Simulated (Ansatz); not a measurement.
in.yaml

```yaml
crystal:
  periodic: [false, false, false]
  atoms:
    - {symbol: Si, position_ang: [0.000000, 0.000000, 0.000000]}
    - {symbol: Al, position_ang: [0.000000, 0.000000, 2.397686]}
basis:
  gaussian: {orbitals: 6-31G}
total_charge: 1
magnetization: {spin_polarized: true, initial_magnetization: 2}
correlation: {method: mp2, electrons: all}
accuracy: high
```

```sh
$ ansatz run in.yaml --threads 1 --pin off --events-out ev --progress --plain --max-ram 2393MiB
```

Output:

```
513 factors; integrals over basis functions are off by at most 2.8e-9 eV
mean field evaluation 1: about -14433.7914 eV, gradient 6.3e0 eV
mean field evaluation 2: about -14433.7972 eV, gradient 6.3e0 eV
mean field evaluation 4: about -14434.4110 eV, gradient 9.0e-1 eV
mean field evaluation 8: about -14434.3121 eV, gradient 7.1e-1 eV
mean field evaluation 16: about -14434.7562 eV, gradient 1.0e-5 eV
mean field evaluation 32: about -14434.7562 eV, gradient 2.1e-8 eV
mean field evaluation 64: about -14434.4894 eV, gradient 3.6e0 eV
mean field evaluation 96: about -14434.7416 eV, gradient 8.3e-2 eV
mean field evaluation 128: about -14434.3376 eV, gradient 5.6e-1 eV
mean field -14434.75622170 eV, -530.4675069181 hartree, gradient 5.9e-8 eV, S^2 2.510799; 12 other end points of the search recorded, 0 dependent functions left out
reference -14434.75622170 eV, -530.4675069181 hartree; 14, 12 occupied and 12, 14 virtual orbitals, 513 factors
second order -1.19516660 eV of doubles, -0.00000000 eV of singles
Total energy: -14435.95138830 eV, -530.5114284806 hartree
```

Ran on 1 thread of AMD EPYC 7B13, shared host: 1.2 s wall, 0.21 GiB peak host memory.
